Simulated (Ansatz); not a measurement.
System: fcc Cu. Method: r²SCAN in Ansatz (PAW).

Settings: plane-wave cutoff 600 eV, 20×20×20 k mesh, Fermi–Dirac smearing 0.1 eV, finite displacements, no spin polarisation, scalar-relativistic PAW data made under PBE.

The cell has the measured lattice parameters. Conventional cell: a = 3.6149 Å, b = 3.6149 Å, c = 3.6149 Å, α = 90.00°, β = 90.00°, γ = 90.00°.

```
Cu
1.0
    0.00000     1.80746     1.80746
    1.80746     0.00000     1.80746
    1.80746     1.80746     0.00000
Cu
1
Direct
  0.00000   0.00000   0.00000
```

Harmonic phonon frequencies (cm⁻¹; i marks an imaginary mode):

```csv
q point,frequencies
X,168 168 235
L,?
```

Question: Fill in the missing entries.

Answer: 
- L, frequencies: 113 113 238

No imaginary mode appears at these points.

Note: the cell isn't this level's own, so it is under some stress, which shifts stiffness and frequencies.

Ansatz is a program for electronic structure.
